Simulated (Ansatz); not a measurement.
# H5Si2: the cost of one run

Method: the levels named in each step, in Ansatz 0.2.0.

## (1) The structure to begin with

Bond lengths: Si1–Si2 2.270 Å, Si1–H3 1.465 Å, Si1–H4 1.465 Å, Si2–H5 1.468 Å, Si2–H6 1.468 Å, Si2–H7 1.473 Å. Angles: Si1–Si2–H5 108.9°, Si1–Si2–H6 108.9°, Si1–Si2–H7 118.9°, H5–Si2–H6 108.0°, H5–Si2–H7 105.7°, H6–Si2–H7 106.0°, Si2–Si1–H3 120.8°, Si2–Si1–H4 120.8°, H3–Si1–H4 105.4°.

As a file:

```xyz
7

Si    1.1357   -0.0829    0.2020
Si   -1.0967    0.0912   -0.1716
H     2.0922    0.6964   -0.5872
H     1.7647   -1.3916    0.3951
H    -1.8144   -0.6209    0.8925
H    -1.4808    1.5066   -0.1082
H    -1.6478   -0.4230   -1.4367
```

## (2) A rough first relaxation, PBE-D4/def2-SVP

Input file input.yaml:

```yaml
crystal:
  periodic: [false, false, false]
  atoms:
    - { symbol: Si, position_ang: [1.1357, -0.0829, 0.202] }
    - { symbol: Si, position_ang: [-1.09673, 0.09116, -0.17165] }
    - { symbol: H, position_ang: [2.09215, 0.69641, -0.58716] }
    - { symbol: H, position_ang: [1.7647, -1.39162, 0.39505] }
    - { symbol: H, position_ang: [-1.81444, -0.62088, 0.89251] }
    - { symbol: H, position_ang: [-1.48081, 1.50657, -0.10825] }
    - { symbol: H, position_ang: [-1.64778, -0.42298, -1.4367] }
magnetization:
  spin_polarized: true
  initial_magnetization: 2
total_charge: 1
basis:
  gaussian: { orbitals: def2-SVP }
hamiltonian:
  xc: pbe
  dispersion: d4
relax:
  f_tol: 0.03
  max_steps: 200
```

On the command line:

```sh
$ ansatz run input.yaml --threads 4 --pin off --max-ram 10240MiB --backend cpu --events-out ev --progress --plain --runs-dir out
```

**Question.** How long does this run take on 4 threads of AMD EPYC, shared host, and how much memory does it need?

About 14 s, with a peak of 0.15 GiB.
